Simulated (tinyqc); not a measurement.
Ways to converge the cycle: SCF convergence aids in the sto-6g basis, for H2O, spin multiplicity 1. Computed by the program tinyqc with PySCF. 

Geometry (angstrom):
```
atom       x        y       z
O     0.0000   0.0000  0.0000
H     0.0000   0.8280  0.5280
H     0.0000  -0.9080  0.5790
```

lowest restricted solution found by these runs and by PySCF = -75.662773 hartree

RHF with one setting changed at a time; a run stops when the energy changes by less than 1e-09 hartree and the error matrix is below 1e-5. The start is the Wolfsberg-Helmholz matrix. Damping d keeps d of the old density; a shift (hartree) raises the virtual levels; DIIS n extrapolates F over n matrices.

Largest element of the error matrix X^T (FDS - SDF) X:
```
iteration    plain  damping 0.3  damping 0.6  shift 0.4   DIIS 3   DIIS 8
1          4.6e-01      4.6e-01      4.6e-01    4.6e-01  4.6e-01  4.6e-01
2          1.2e-01      1.6e-01      2.9e-01    1.6e-01  1.2e-01  1.2e-01
3          3.9e-02      8.0e-02      1.8e-01    8.4e-02  3.4e-02  3.4e-02
4          1.5e-02      4.6e-02      1.2e-01    4.6e-02  5.9e-03  5.9e-03
5          5.8e-03      2.6e-02      7.7e-02    2.5e-02  1.7e-03  1.7e-03
6          2.4e-03      1.5e-02      5.9e-02    1.4e-02  2.9e-04  5.6e-05
8          4.8e-04      4.9e-03      3.4e-02    4.6e-03  8.4e-06  9.2e-07
10         1.1e-04      1.7e-03      1.9e-02    1.7e-03        -        -
14         5.2e-06      2.2e-04      6.2e-03    2.6e-04        -        -
20               -      1.3e-05      1.2e-03    1.5e-05        -        -
30               -            -      9.0e-05          -        -        -
```

How each run ends:
```
run          iterations  E (hartree)         state
plain                14   -75.662773  lowest found
damping 0.3          21   -75.662773  lowest found
damping 0.6          41   -75.662773  lowest found
shift 0.4            21   -75.662773  lowest found
DIIS 3                8   -75.662773  lowest found
DIIS 8                8   -75.662773  lowest found
```

6 of 6 runs reach the lowest restricted solution found, in 8 to 41 iterations (fastest: DIIS 3, DIIS 8). Plain steps already contract here, so damping only slows them. DIIS 3 and DIIS 8 gain by cancelling the error over several earlier matrices, much as a quasi-Newton step does.
